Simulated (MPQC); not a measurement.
# P2H2 (phosphanylidenephosphane) at U-mPWPW91(MPQC)/pc-0 (Cartesian functions)

What is the energy change on altering one bond length of P2H2 (phosphanylidenephosphane) at U-mPWPW91(MPQC)/pc-0 (Cartesian functions)? 

The results are computed with MPQC 2.3.1.

7 further runs of the same task are left out: 1 that didn't finish, 6 set aside as unsound or not needed.

### 1 The structure to begin with

The species is P2H2 (4 atoms), meant as a singlet with charge 0. SMILES: `[H]/P=P/[H]`. Geometry: relaxed at GFN2-xTB.

Bond lengths: P1–P2 2.016 Å, P1–H3 1.403 Å, P2–H4 1.403 Å. Angles: P1–P2–H4 94.8°, P2–P1–H3 94.8°.

### 2 The energy at U-mPWPW91(MPQC)/pc-0 (Cartesian functions)

mol.in

```
molecule<Molecule>: (
   symmetry = c1
   unit = angstrom
   { atoms geometry } = {
      P  [ -0.024370      -1.003630       0.088350 ]
      P  [ 0.024420       1.003540      -0.088260 ]
      H  [ 1.037260      -1.067570       1.003320 ]
      H  [ -1.037310       1.067660      -1.003410 ]
   }
)
basis<GaussianBasisSet>: (
   name = "pc-0"
   molecule = $:molecule
   puream = no
)
mpqc: (
   checkpoint = no
   savestate = no
   restart = no
   do_energy = yes
   do_gradient = no
   optimize = no
   mole<UKS>: (
      molecule = $:molecule
      basis = $:basis
      total_charge = 0
      multiplicity = 1
      memory = 1000000000
      print_evals = yes
      print_npa = yes
      maxiter = 80
      functional<StdDenFunctional>: ( name = "mPWPW91" )
      guess_wavefunction<UHF>: (
         molecule = $:molecule
         total_charge = 0
         multiplicity = 1
         memory = 1000000000
         value_accuracy = 1e-3
         basis<GaussianBasisSet>: (
            name = "MINI (Huzinaga)"
            molecule = $:molecule
         )
      )
   )
)
```

Started as:

```
$ mpqc mol.in > mol.out
```

The log of the run, shortened:

```text
MPQC: Massively Parallel Quantum Chemistry
[...]
  Integrated electron density error = -0.000292385336
  iter     1 energy = -683.1410285814 delta = 3.48798e-01
  Integrated electron density error = -0.000007980327
  iter     2 energy = -683.7732637107 delta = 5.08517e-02
[...]
  Integrated electron density error = -0.000000935370
  iter     7 energy = -683.7749576641 delta = 2.50402e-05
  Integrated electron density error = -0.000000935244
  iter     8 energy = -683.7749576711 delta = 1.04109e-05
  Integrated electron density error = -0.000000935154
  iter     9 energy = -683.7749576720 delta = 4.65729e-06
  Integrated electron density error = -0.000000935132
  iter    10 energy = -683.7749576723 delta = 1.90261e-06
[...]
  <S^2>      = -0.000000
  total scf energy = -683.7749576723
Value of the MolecularEnergy: -683.7749576723
[...]
        symmetry = c1
[...]
        nbasis = 30
[...]
      nalpha = 16
      nbeta = 16
[...]
```

Run time: 7.2 s. Hardware: 1 thread of Intel Xeon at 2.50GHz (Skylake/Cascade Lake), shared host.

### 3 The distorted shape at the same level

job.in

```
% emacs should use -*- KeyVal -*- mode
molecule<Molecule>: (
  symmetry = c1
  unit = angstrom
  { atoms geometry } = {
    P  [ -0.077440    -1.000434     0.042612 ]
    P  [ -0.028650     1.006736    -0.133998 ]
    H  [ 1.037260    -1.067570     1.003320 ]
    H  [ -1.090380     1.070856    -1.049148 ]
  }
)
basis<GaussianBasisSet>: (
  name = "pc-0"
  molecule = $:molecule
  puream = no
)
mpqc: (
  checkpoint = no
  savestate = no
  restart = no
  do_energy = yes
  do_gradient = no
  optimize = no
  mole<UKS>: (
    molecule = $:molecule
    basis = $:basis
    total_charge = 0
    multiplicity = 1
    memory = 1000000000
    print_evals = yes
    print_npa = yes
    maxiter = 80
    functional<StdDenFunctional>: ( name = "mPWPW91" )
    guess_wavefunction<UHF>: (
      molecule = $:molecule
      total_charge = 0
      multiplicity = 1
      memory = 1000000000
      value_accuracy = 1e-3
      basis<GaussianBasisSet>: (
        name = "MINI (Huzinaga)"
        molecule = $:molecule
      )
    )
  )
)
```

Started as:

```
$ mpqc job.in > job.out
```

The log of the run, shortened:

```text
MPQC: Massively Parallel Quantum Chemistry
[...]
  Integrated electron density error = -0.000331322213
  iter     1 energy = -683.1499490638 delta = 3.49152e-01
  Integrated electron density error = -0.000046195275
  iter     2 energy = -683.7749463811 delta = 5.01451e-02
[...]
  Integrated electron density error = -0.000001064893
  iter     7 energy = -683.7766414230 delta = 5.68038e-05
  Integrated electron density error = -0.000001064626
  iter     8 energy = -683.7766414756 delta = 1.54760e-05
  Integrated electron density error = -0.000001064561
  iter     9 energy = -683.7766414899 delta = 8.65782e-06
  Integrated electron density error = -0.000001064489
  iter    10 energy = -683.7766414900 delta = 2.35639e-06
[...]
  <S^2>      = -0.000000
  total scf energy = -683.7766414900
Value of the MolecularEnergy: -683.7766414900
[...]
        symmetry = c1
[...]
        nbasis = 30
[...]
      nalpha = 16
      nbeta = 16
[...]
```

Run time: 7.2 s. Hardware: 1 thread of Intel Xeon at 2.50GHz (Skylake/Cascade Lake), shared host.

### 4 Summary of results

Level: U-mPWPW91(MPQC)/pc-0 (Cartesian functions).

| quantity | value |
| --- | --- |
| first shape: total energy | -683.77496 Eh |
| distorted shape: total energy | -683.77664 Eh |
| energy change with the P1–H3 bond stretched from 1.403 to 1.473 Å | -0.046 eV |

What this shows: With the P1–H3 bond stretched from 1.403 to 1.473 Å the energy falls by 0.05 eV (4.4 kJ/mol). The first shape isn't relaxed at this level, so the change isn't measured from a minimum.
